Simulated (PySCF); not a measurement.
**Relaxation of triplet P₃⁺**

Computed with UPBE0/[P def2-TZVP], no relativity, density fitting, PySCF. A (50,194) grid was used.

A start at or just off a symmetric point, pushed along the force that breaks its symmetry, of C2v symmetry, free to break it:

```xyz
3
charge 1 multiplicity 3, angstrom
P     0.5843   -1.1198    0.0000
P    -1.1687    0.0000    0.0000
P     0.5843    1.1198    0.0000
```

Optimiser trace:
```
step  E − E(last) (kJ/mol)  largest gradient (Eh/bohr)
   0                 23.83                     0.02843
   1                  6.45                     0.01527
   2                  0.44                     0.00490
   3                  0.02                     0.00091
   4                  0.00                     0.00004
```

It ends at C2v with P–P 2.042 Å (×2), P–P 2.493 Å; P–P–P 52.4° (×2), P–P–P 75.3°. A frequency run shows a minimum. Other isomers or separated fragments may lie lower.

Final geometry:
```xyz
3
charge 1 multiplicity 3, angstrom
P     0.5390   -1.2467    0.0000
P    -1.0779    0.0000    0.0000
P     0.5390    1.2467    0.0000
```

At this level a singlet minimum of D3h symmetry lies 174 kJ/mol below this structure.
